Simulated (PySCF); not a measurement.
# How methods differ on the ionisation energy of He

He 1s2 (1S) → He+ 1s1 (2S), as a difference of total energies. Calculation: PySCF 2.14, in aug-cc-pVDZ-DK; scalar relativity by spin-free X2C-1e. Correlated levels: valence: nothing frozen. The calculations carry no spin-orbit coupling.

```json
{"method": "UHF", "ionisation energy (eV)": "23.438", "error (eV)": "-1.149"}
{"method": "LDA", "ionisation energy (eV)": "24.284", "error (eV)": "-0.303"}
{"method": "PBE", "ionisation energy (eV)": "24.443", "error (eV)": "-0.144"}
{"method": "PBE0", "ionisation energy (eV)": "24.430", "error (eV)": "-0.157"}
{"method": "r2SCAN", "ionisation energy (eV)": "24.599", "error (eV)": "+0.012"}
{"method": "r2SCANh", "ionisation energy (eV)": "24.585", "error (eV)": "-0.002"}
{"method": "HSE06", "ionisation energy (eV)": "24.448", "error (eV)": "-0.139"}
{"method": "BLYP", "ionisation energy (eV)": "24.779", "error (eV)": "+0.192"}
{"method": "PBEsol", "ionisation energy (eV)": "24.145", "error (eV)": "-0.442"}
{"method": "MP2 (valence)", "ionisation energy (eV)": "24.172", "error (eV)": "-0.415"}
{"method": "SCS-MP2 (valence)", "ionisation energy (eV)": "24.319", "error (eV)": "-0.268"}
```

Reference: 24.587 eV (measured; NIST Atomic Spectra Database, ionization energies).

Errors of the correlated levels include the incompleteness of this basis.

MP2 underrates the near-degeneracy of ns² with np² in the lower species.
